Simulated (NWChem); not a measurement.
Species: C4H6; SMILES C1=CCC1

```xyz
10

C      0.0000     0.6769     0.8146
C      0.0000    -0.6769     0.8146
C      0.0000    -0.7849    -0.6991
C      0.0000     0.7849    -0.6991
H      0.0000     1.4368     1.6126
H      0.0000    -1.4368     1.6126
H      0.8999    -1.2534    -1.1527
H     -0.8999    -1.2534    -1.1527
H     -0.8999     1.2534    -1.1527
H      0.8999     1.2534    -1.1527
```
Atoms are numbered in this order, from 1.

Structure relaxed at the PBE-D3(BJ)/def2-SVP level. B3LYP is NWChem's, with the RPA form of VWN correlation.

Symmetry labels are those of C2v in the frame above (b1 and b2, or b-type labels, depend on it). States above −ε(HOMO) = 6.8 eV lie in this functional's continuum and hang on the basis.

List the 6 lowest vertical singlet excitations and the 6 lowest triplet ones from B3LYP/6-31+G* (spherical d), full TDDFT (NWChem).


| state | energy (eV) | oscillator strength | symmetry | leading excitation (squared amplitude) |
|---|---|---|---|---|
| S1 | 6.42 | 0.004 | b1 | HOMO → LUMO+1 (0.83) |
| S2 | 6.62 | 0.022 | b1 | HOMO → LUMO+3 (0.83) |
| S3 | 6.65 | 0.000 | a2 | HOMO → LUMO+2 (0.99) |
| S4 | 6.87 | 0.206 | b2 | HOMO → LUMO (0.95) |
| S5 | 7.14 | 0.059 | a1 | HOMO → LUMO+4 (1.00) |
| S6 | 7.40 | 0.000 | a2 | HOMO → LUMO+5 (0.99) |
| T1 | 3.83 | spin-forbidden | b2 | HOMO → LUMO (0.98) |
| T2 | 6.35 | spin-forbidden | b1 | HOMO → LUMO+1 (0.80) |
| T3 | 6.52 | spin-forbidden | b1 | HOMO → LUMO+3 (0.79) |
| T4 | 6.58 | spin-forbidden | a2 | HOMO → LUMO+2 (0.98) |
| T5 | 7.00 | spin-forbidden | b1 | HOMO−1 → LUMO (0.97) |
| T6 | 7.05 | spin-forbidden | a1 | HOMO → LUMO+4 (0.99) |
